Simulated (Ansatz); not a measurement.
# PF3, singlet: reading a ladder of total energies

Geometry: MP2(full)/6-31G*, from the G2/97 set.

```yaml
atoms:
  - { symbol: P, position_ang: [0.0000, 0.0000, 0.5107] }
  - { symbol: F, position_ang: [0.0000, 1.3839, -0.2776] }
  - { symbol: F, position_ang: [1.1985, -0.6919, -0.2776] }
  - { symbol: F, position_ang: [-1.1985, -0.6919, -0.2776] }
```

Basis 6-31G* (Cartesian d functions); Ansatz 0.2.0. Only valence electrons are correlated (noble-gas cores frozen), which leaves 26 electrons in 56 orbitals. Prefix R: restricted or restricted open-shell reference.

Full CI isn't at hand for all of this; RCCSDT(Q) serves as the reference, and is uncertain by about the last step of the cluster series.

Runs differ by some tens of microhartree through their thresholds, so steps under 0.03 kcal/mol mean nothing.

```
    level  total energy (hartree)
      RHF             -639.127241
     RMP2             -639.751654
    RCCSD             -639.761175
 RCCSD(T)             -639.774577
   RCCSDT             -639.775318
RCCSDT(Q)             -639.776713
```

**Question.** What is the correlation energy at RCCSDT(Q), and what share of it do RMP2 and RCCSDT recover?

**Answer.** E(corr) = -639.776713 − (-639.127241) = -0.649472 hartree = -17.673 eV. RMP2: -0.624413 / -0.649472 = 96.14 %. RCCSDT: -0.648077 / -0.649472 = 99.79 %.

**Question.** By how many kcal/mol does RCCSD(T) miss RCCSDT(Q) (1 hartree = 627.509 kcal/mol), and which steps make up the rest?

**Answer.** -639.774577 − (-639.776713) = 0.002136 hartree = 1.34 kcal/mol. Steps: RCCSDT − RCCSD(T) = -0.46, RCCSDT(Q) − RCCSDT = -0.88 kcal/mol. Differences between like states or geometries often cancel part of this.
